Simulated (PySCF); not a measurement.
**Molecular orbitals of BCl**

HSE06 at R = 1.721 Å; B def2-SVP, Cl def2-SVP; no relativity (PySCF 2.14). State: ¹Σ⁺ (singlet), closed shell. Only the outer orbitals are listed, counted within each symmetry.

```csv
orbital,occ.,ε (eV),on B (%),main shells (%)
5σ,2,-24.36,11,87 Cl s
6σ,2,-13.87,30,"61 Cl p, 23 B s, 8 Cl s"
2π,2,-10.61,10,"90 Cl p, 9 B p"
2π,2,-10.61,10,"90 Cl p, 9 B p"
7σ,2,-6.93,90,"65 B s, 25 B p, 10 Cl p"
3π,0,-2.15,89,"89 B p, 9 Cl p"
3π,0,-2.15,89,"89 B p, 9 Cl p"
8σ,0,2.96,101,"87 B p, 14 B s, 9 Cl p"
```

Question: Which are the highest filled and the lowest empty level, where do they sit, and how wide is the gap?

Answer: Highest filled 7σ at -6.93 eV (in %: 65 B s, 25 B p, 10 Cl p); lowest empty 3π at -2.15 eV (in %: 89 B p, 9 Cl p); the gap at HSE06 is 4.78 eV.

```
bond order (Mayer)                              : 1.51
⟨S²⟩                                            : 0.000
charge on B (Mulliken, basis-dependent)         : -0.03
charge on B (Löwdin, basis-dependent)           : -0.29
dipole moment (positive dipole means B(−)Cl(+)) : 1.76 D
```

Shares are Mulliken populations and can fall outside 0 to 100 %.
